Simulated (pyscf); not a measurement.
**Four-centre exchange: F–SiH₃ (SMILES F[SiH3]) + H₂O (SMILES O) → F–SiH₃ (SMILES F[SiH3]) + H₂O (SMILES O)**

Gas phase, singlet surface, charge 0. Bonds broken: Si1–H7, H3–O6. Bonds formed: Si1–H3, O6–H7. Optimised with ωB97X-D3(BJ)/def2-SVP in PySCF. MP2 and CC: frozen core, UHF for open shells. ΔMP2 is the change of the MP2 total energy from the triple- to the quadruple-zeta basis.

Transition state (Å):

```xyz
8

Si    -1.2830    -0.4643     0.4999
F     -0.0489    -0.8765     1.5311
H     -0.4942    -0.2798    -1.6228
H     -2.1800     0.4512     1.2951
H     -2.1369    -1.7021     0.3828
O     -0.1352     0.6341    -2.0377
H     -0.5200     0.9590    -1.0983
H      0.8310     0.5864    -1.8779
```

One imaginary mode, 1364i cm⁻¹; descent along it reached the two sides named.

| bond | change | reactant side (Å) | saddle | product side |
|---|---|---|---|---|
| Si1–H7 | breaks | 1.485 | 2.272 | 4.1 |
| H3–O6 | breaks | 0.965 | 1.066 | 2.592 |
| Si1–H3 | forms | 4.0 | 2.272 | 1.485 |
| O6–H7 | forms | 2.582 | 1.066 | 0.965 |

Electronic energies relative to the separated reactants (eV):

| level | barrier | reaction energy | reverse barrier |
|---|---|---|---|
| ωB97X-D3(BJ)/def2-TZVP | 3.09 | 0.00 | 3.09 |
| PBE/def2-TZVP | 2.59 | 0.00 | 2.59 |
| r²SCAN/def2-TZVP | 2.90 | 0.00 | 2.90 |
| B3LYP-D3(BJ)/def2-TZVP | 2.96 | 0.00 | 2.96 |
| PBE0-D3(BJ)/def2-TZVP | 2.82 | 0.00 | 2.82 |
| M06-2X/def2-TZVP | 3.09 | 0.00 | 3.09 |
| ωB97M-D3(BJ)/def2-TZVP | 3.00 | 0.00 | 3.00 |
| HF/def2-TZVP | 3.93 | 0.00 | 3.93 |
| MP2/def2-QZVPP | 3.21 | 0.00 | 3.21 |
| CCSD/def2-TZVPP | 3.30 | 0.00 | 3.30 |
| CCSD(T)/def2-TZVPP | 3.17 | 0.00 | 3.17 |
| CCSD(T)/def2-TZVPP + ΔMP2(QZVPP) | 3.18 | 0.00 | 3.18 |

With CCSD(T)/def2-TZVPP + ΔMP2(QZVPP) energies and thermal terms (ideal gas, 1 atm, RRHO with modes under 100 cm⁻¹ raised to 100, one conformer, R ln 2 for rigid chiral ones), in eV:

```json
[
 {"T (K)": "298", "ΔH‡": "3.12", "ΔG‡": "3.49", "ΔH": "0.00", "ΔG": "0.00"},
 {"T (K)": "600", "ΔH‡": "3.14", "ΔG‡": "3.86", "ΔH": "0.00", "ΔG": "0.00"},
 {"T (K)": "900", "ΔH‡": "3.16", "ΔG‡": "4.22", "ΔH": "0.00", "ΔG": "0.00"},
 {"T (K)": "1200", "ΔH‡": "3.19", "ΔG‡": "4.56", "ΔH": "0.00", "ΔG": "0.00"}
]
```

The same reactants have a lower exit, to HO–SiH₃ + HF (barrier +1.10 eV at ωB97M-D3(BJ), against +3.00 eV here). This is the saddle that the search found; another between the same sides may lie lower. The CCSD(T) − MP2 part came from Ansatz, without density fitting, on the same reference.
